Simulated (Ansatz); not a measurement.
Process, species as SMILES: OO (H2O2) → O[O-] + H+
B3LYP-D3(BJ)/def2-TZVP geometries, fixed; electronic energies without zero-point terms.
Largest species:
```
O
H 1 0.9680
O 1 1.4504 2 100.54
H 3 0.9680 1 100.54 2 115.91
```

Basis-set convergence of the deprotonation energy at MP2 with Ansatz (a quantum-chemistry and plane-wave program). Cartesian d functions, on some or all atoms, in 6-31G**, 6-31+G*; all else is spherical. Cores are frozen. No added dispersion term, no relativity. Functions are those of the species that has most. Reference: Hartree-Fock in aug-cc-pVQZ plus the correlation part extrapolated as X^-3 from aug-cc-pVTZ and aug-cc-pVQZ, 382.33 kcal/mol, itself unsure by roughly 0.22 kcal/mol (a third of the extrapolation step and of the last Hartree-Fock step). Deviations are taken from unrounded values.

```
basis            functions  deprotonation energy (kcal/mol)  minus reference (kcal/mol)
---------------  ---------  -------------------------------  --------------------------
3-21G                   22                           420.04                       37.71
6-31G                   22                           390.68                        8.35
def2-SVP                38                           411.44                       29.11
pcseg-1                 38                           397.75                       15.42
6-31G**                 40                           409.15                       26.82
6-31+G*                 42                           376.09                       -6.24
6-311G**                48                           407.80                       25.46
6-311+G**               56                           386.12                        3.79
def2-SVPD               62                           381.04                       -1.30
6-311++G(2d,2p)         74                           384.21                        1.88
pcseg-2                 88                           388.51                        6.17
jun-cc-pV(T+d)Z        106                           383.08                        0.75
aug-cc-pVTZ            138                           382.27                       -0.06
aug-pcseg-2            138                           382.78                        0.45
cc-pVQZ                170                           391.89                        9.55
def2-QZVPP             174                           387.14                        4.81
pcseg-3                186                           384.25                        1.92
def2-QZVPPD            198                           383.40                        1.07
```
